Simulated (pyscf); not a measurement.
A first-order saddle from PySCF, ωB97X-D3(BJ)/def2-SVP:

```
C
F 1 1.3203
H 1 1.0929 2 115.46
H 1 1.0929 3 123.49 2 152.40
F 1 2.2106 3 94.38 4 98.25
Cl 5 1.7379 3 154.99 1 -177.38
```
Charge 0, spin multiplicity 2.

Surface: doublet, charge 0. Lowest wavenumbers (cm⁻¹): 448i, 60, 99, 154, 332.

Problem. What reaction is this the transition state of?

Solution. F–CH₂–F (SMILES FCF) + Cl• (SMILES [Cl]) ⇌ F–Cl (SMILES FCl) + •H₂C–F (SMILES [CH2]F), an atom transfer read from left to right: C–F broken and Cl–F formed. At CCSD(T)/def2-TZVPP + ΔMP2(QZVPP) it lies +68.0 kcal/mol from the left side and +5.7 kcal/mol from the right (each side as separated species at their lowest minima found). The same reactants have a lower exit, to HF + F–CH•–Cl (barrier +50.1 kcal/mol at ωB97M-D3(BJ)/def2-TZVP, against +64.1 kcal/mol here). This is the saddle that the search found; another between the same sides may lie lower. The angle at the transferred F is 179°. The CCSD(T) − MP2 part came from Ansatz, without density fitting, on the same reference. A UHF reference is spin-contaminated (<S²> up to 0.92), which harms MP2 most. Left out: the spin-orbit lowering of Cl.
